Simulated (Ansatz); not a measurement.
**CH₄AlN: taking an electron away**

An exercise on one series of results from a longer session: the logs are not shown, and one member is left open.

The runs use Ansatz 0.2.0, Gaussian basis; unrestricted cation, the program's frozen cores in correlated methods.

Levels to be run: UKS PBE-D4/def2-TZVPP; UKS r2SCAN-D4/def2-TZVPP; UKS PBE0-D4/def2-TZVPP; UKS B3LYP-D4/def2-TZVPP; UKS wB97X-V/def2-TZVPP; UKS wB97M-V/def2-TZVPP; UKS B2PLYP/def2-TZVPP; UHF-CCSD(T)/def2-TZVPP; UHF-MP2/def2-QZVPP; extrapolation to the limit; then −ε(HOMO) from the neutral's earlier runs with LDA (SPW92), PBE-D4, revPBE-D4, BLYP-D4, r2SCAN-D4, B97M-V, PBE0-D4, B3LYP-D4, r2SCANh-D4, r2SCAN0-D4, HSE06-D4, BHLYP-D4, CAM-B3LYP-D4, LC-ωPBE, ωB97X-V, ωB97M-V.

### Structure used throughout

An earlier PBE0-D4 in a triple-zeta def2 set relaxation fixed the geometry.

SMILES `[CH2]1[NH][AlH]1`, 7 atoms, charge 0, spin multiplicity 1.

Atoms are counted from 1 here; the program's logs count them from 0.

Bond lengths: C1–N2 1.507 Å, C1–Al3 1.919 Å, C1–H4 1.093 Å, C1–H5 1.093 Å, N2–Al3 1.720 Å, N2–H6 1.005 Å, Al3–H7 1.571 Å. Angles: N2–C1–Al3 58.8°, N2–C1–H4 115.4°, N2–C1–H5 115.4°, Al3–C1–H4 122.8°, Al3–C1–H5 122.8°, H4–C1–H5 110.7°, C1–N2–Al3 72.6°, C1–N2–H6 121.0°, Al3–N2–H6 166.4°, C1–Al3–N2 48.6°, C1–Al3–H7 166.1°, N2–Al3–H7 145.3°.

Set-up of the first run:

in.yaml reads:

```yaml
crystal:
  periodic: [false, false, false]
  atoms:
    - {symbol: C, position_ang: [-0.578581, -0.027232, -0.616287]}
    - {symbol: N, position_ang: [-0.125177, 0.516630, 0.714124]}
    - {symbol: Al, position_ang: [1.090303, -0.566768, 0.161325]}
    - {symbol: H, position_ang: [-1.474461, -0.652187, -0.586333]}
    - {symbol: H, position_ang: [-0.645067, 0.705651, -1.424082]}
    - {symbol: H, position_ang: [-0.688567, 1.174837, 1.222789]}
    - {symbol: H, position_ang: [2.482850, -1.218931, 0.482765]}
basis:
  gaussian: {orbitals: def2-TZVPP}
total_charge: 1
magnetization: {spin_polarized: true, initial_magnetization: 1}
hamiltonian: {xc: pbe, dispersion: d4}
```

On the command line:

```
> ansatz run in.yaml --threads 2 --pin off --events-out ev --progress --plain --max-ram 4352MiB
```

Steps of the session up to this table: Cation, UKS PBE-D4/def2-TZVPP; Cation, UKS r2SCAN-D4/def2-TZVPP; Cation, UKS PBE0-D4/def2-TZVPP; Cation, UKS B3LYP-D4/def2-TZVPP; Cation, UKS wB97X-V/def2-TZVPP; Cation, UKS wB97M-V/def2-TZVPP; Cation, UKS B2PLYP (frozen core)/def2-TZVPP; Cation, UHF-CCSD(T)/def2-TZVPP; Cation, UHF-MP2/def2-QZVPP.

One table of the session follows, with a row left open; its other results are not shown here.

For comparison, −ε(HOMO) of the neutral from earlier runs:

```
  functional  −ε(HOMO) (eV)
 LDA (SPW92)           5.32
      PBE-D4           5.18
   revPBE-D4           5.13
     BLYP-D4              ?
   r2SCAN-D4           5.37
      B97M-V           5.43
     PBE0-D4           6.43
    B3LYP-D4           6.21
  r2SCANh-D4           5.85
  r2SCAN0-D4           6.57
    HSE06-D4           6.02
    BHLYP-D4           7.61
CAM-B3LYP-D4           7.80
     LC-ωPBE           9.18
     ωB97X-V           8.82
     ωB97M-V           8.74
```

**Question.** Estimate the row for BLYP-D4.

Worked estimate for «−ε(HOMO) (eV)». Against the share of exact exchange, B3LYP-D4 (0.2, 6.21), BHLYP-D4 (0.5, 7.61) give a slope of 4.67 per unit share; at 0 the line stands at 5.28.

As computed: −ε(HOMO) (eV): 5.06. In «−ε(HOMO) (eV)» the line misses by +0.22.

Caveats from the session: The cation may have settled in a state other than its lowest; no search over hole states beyond the program's own was made.
